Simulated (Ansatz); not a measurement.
Input file:

```yaml
crystal:
  periodic: [false, false, false]
  atoms:
    - {symbol: Ge, position_ang: [0.000000, -0.028804, 0.820447]}
    - {symbol: Na, position_ang: [0.000000, 0.021850, -2.624181]}
    - {symbol: H, position_ang: [0.000000, 1.577463, 0.726317]}
basis:
  gaussian: {orbitals: 6-31G}
magnetization: {spin_polarized: false}
correlation: {method: ccsdtq, electrons: outside_noble_gas}
```

```sh
$ ansatz run in.yaml --threads 1 --pin off --events-out ev --progress --plain --max-ram 2393MiB
```

Log:

```
727 factors; integrals over basis functions are off by at most 2.2e-7 eV
mean field evaluation 1: about -60882.3332 eV, gradient 4.1e0 eV
mean field evaluation 2: about -60882.3521 eV, gradient 4.2e0 eV
mean field evaluation 4: about -60882.4767 eV, gradient 2.5e-1 eV
mean field evaluation 8: about -60882.4780 eV, gradient 2.2e-6 eV
mean field evaluation 16: about -60882.4778 eV, gradient 1.3e-1 eV
mean field evaluation 32: about -60878.3017 eV, gradient 1.2e1 eV
mean field evaluation 64: about -60882.2971 eV, gradient 2.2e0 eV
mean field evaluation 96: about -60878.3017 eV, gradient 1.2e1 eV
mean field evaluation 128: about -60879.3972 eV, gradient 8.8e0 eV
mean field evaluation 160: about -60849.9508 eV, gradient 2.2e1 eV
...
mean field -60882.47795327 eV, -2237.3897971570 hartree, gradient 2.0e-6 eV, S^2 0.000000; 7 other end points of the search recorded, 0 dependent functions left out; unrestricted orbitals would lower it
determinant -60882.47795327 eV, -2237.3897971570 hartree, with singles and doubles -60884.39662687 eV, -2237.4603071114 hartree
determinant -60880.75924421 eV, -2237.3266357638 hartree, with singles and doubles -60882.42805451 eV, -2237.3879634115 hartree
19 core orbitals not correlated: weight in the atoms' cores, before any rotation towards them, 0.999 or more for the frozen orbitals, at most 0.000 for the correlated occupied ones
reference -60882.47795327 eV, -2237.3897971570 hartree; 3, 3 occupied and 22, 22 virtual orbitals, 727 factors
second order -1.32526040 eV of doubles, -0.00000000 eV of singles
...
cycle  13  -1.98030102 eV  change   -6.6e-6 eV  update   1.1e-4
cycle  14  -1.98034071 eV  change   -4.0e-5 eV  update   5.6e-5
cycle  15  -1.98034955 eV  change   -8.8e-6 eV  update   2.4e-5
cycle  16  -1.98035259 eV  change   -3.0e-6 eV  update   1.2e-5
cycle  17  -1.98034904 eV  change    3.5e-6 eV  update   5.4e-6
cycle  18  -1.98034861 eV  change    4.4e-7 eV  update   4.4e-6
cycle  19  -1.98034772 eV  change    8.9e-7 eV  update   2.1e-6
cycle  20  -1.98034762 eV  change    1.0e-7 eV  update   1.3e-6
cycle  21  -1.98034778 eV  change   -1.6e-7 eV  update   8.5e-7
cycle  22  -1.98034794 eV  change   -1.6e-7 eV  update   3.1e-7
Total energy: -60884.45830121 eV, -2237.4625736014 hartree
```

The T1 diagnostic is 0.051.

For the same geometry and basis full CI lies 0.1 meV lower. RHF is unstable: UHF (⟨S²⟩ = 0.89) lies 0.29 eV below the lowest RHF solution. Higher spins weren't run at this geometry and may lie near or lower.

Ran on 1 thread of INTEL XEON PLATINUM 8581C, shared host: 7.5 s wall, 0.16 GiB peak host memory.
